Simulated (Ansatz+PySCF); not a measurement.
triplet B2: levels of theory in one basis

```xyz
2

B     0.0000    0.0000   -1.3770
B     0.0000    0.0000    1.3770
```

Basis set: 6-31G (spherical functions). Correlated methods keep 2 orbitals frozen. Correlation on ROHF uses semicanonical orbitals with singles. Charge 0, multiplicity 3.

Computed with Ansatz (development build ahead of 0.2.0); each method stands on the lowest determinant of its kind that the runs found.

```json
{"method": "ROHF", "E − E(ROHF) (eV)": "0.00", "<S²> of the determinant": "2.00"}
{"method": "UHF", "E − E(ROHF) (eV)": "-0.08", "<S²> of the determinant": "2.05"}
{"method": "ROHF-MP2", "E − E(ROHF) (eV)": "-1.41", "<S²> of the determinant": "–"}
{"method": "UHF-MP2", "E − E(ROHF) (eV)": "-1.42", "<S²> of the determinant": "2.05"}
{"method": "ROHF-CCSD", "E − E(ROHF) (eV)": "-2.65", "<S²> of the determinant": "–"}
{"method": "UHF-CCSD", "E − E(ROHF) (eV)": "-2.65", "<S²> of the determinant": "2.05"}
{"method": "ROHF-CCSD(T)", "E − E(ROHF) (eV)": "-2.75", "<S²> of the determinant": "–"}
{"method": "UHF-CCSD(T)", "E − E(ROHF) (eV)": "-2.74", "<S²> of the determinant": "2.05"}
```

Task: What does full CI (lowest root of this spin) give on the same scale?

Result: -2.88 eV.

At such a shape the full CI root can have another spatial symmetry than the determinants, so the rows needn't describe one state.

Task: Is a single determinant a sound starting point here?

Result: It is doubtful. Unrestricted orbitals gain 0.08 eV with <S²> 2.05 against 2.00 for a pure state, but the cluster amplitudes or the share of triples are large.

Caution for ROHF, UHF, ROHF-MP2, UHF-MP2, ROHF-CCSD, UHF-CCSD, ROHF-CCSD(T), UHF-CCSD(T): the determinant may break the point group. Caution for ROHF-MP2, UHF-MP2, ROHF-CCSD, UHF-CCSD, ROHF-CCSD(T), UHF-CCSD(T): large amplitudes, a single reference is doubtful. Caution for UHF-CCSD, UHF-CCSD(T): the program doubts this total.
